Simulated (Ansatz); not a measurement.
How the band gap of chalcopyrite AgInTe₂ moves with the method

The reference, 1.04 eV (measured, temperature not stated, not corrected to a static lattice, direct or pseudo-direct at Γ; as tabulated in Ghosh et al. (2024), arXiv:2401.16805), is not set against levels without spin–orbit coupling, which matters for this solid.

| level (code) | value (eV) | cell (Å³/atom) |
|---|---|---|
| LDA (Ansatz) | … | 31.88 |
| HSE06 (Ansatz) | 0.97 | 33.00 |
| PBE0 (Ansatz) | 1.52 | 33.00 |

### Question
Fill in the missing entries.

### Answer

- LDA (Ansatz, a quantum-chemistry and plane-wave program), value (eV): 0.04

Computed values are for a static lattice. Levels without +SOC have no spin–orbit coupling; where heavier elements are present it shifts gaps, mostly down, and can invert bands.  Values are at the PBEsol cell; LDA at the level's own relaxed cell. Cutoffs and k meshes differ between the levels. Ansatz's density-functional and Hartree–Fock values are scalar-relativistic unless marked +SOC, with PAW data made under PBE.
